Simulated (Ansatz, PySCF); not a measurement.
Species: phosphanylidynephosphane, P$_{2}$, charge 0, multiplicity 1. 
Geometry from a B3LYP-D3(BJ)/def2-TZVP (Ansatz, a quantum-chemistry and plane-wave program) optimisation:
```xyz
2

P      0.0000     0.0000    -0.9447
P      0.0000     0.0000     0.9447
```

Wanted: atomisation energy (electronic, to ground-state atoms), in kcal/mol. Valence correlation only, unless marked. Open shells are spin-unrestricted. Spin-orbit coupling is left out. Non-relativistic. The coupled-cluster limit lacks core correlation, which all-electron functionals hold. CBS marks a two-point X^-3 extrapolation of the correlation energy; Hartree-Fock from the larger set (for Q and 5 zeta extrapolated as (X+1)exp(-9√X)).

The Hartree-Fock reference is unstable (checked in the largest basis), which strains HF and MP2. 

```csv
level,program,atomisation energy (kcal/mol)
M06-L/def2-TZVPD,PySCF,116.2
HSE06-D3(BJ)/def2-TZVPD,Ansatz + dftd3,113.0
HSE06/def2-TZVPD,Ansatz,112.2
CCSD/aug-cc-pV(T+d)Z,Ansatz,97.9
"CCSD(T)/CBS(cc-pV(Q+d)Z,cc-pV(5+d)Z)",Ansatz,?
```

Task: Fill in the missing entries.

Result: 
- CCSD(T)/CBS(cc-pV(Q+d)Z,cc-pV(5+d)Z), atomisation energy (kcal/mol): 115.9
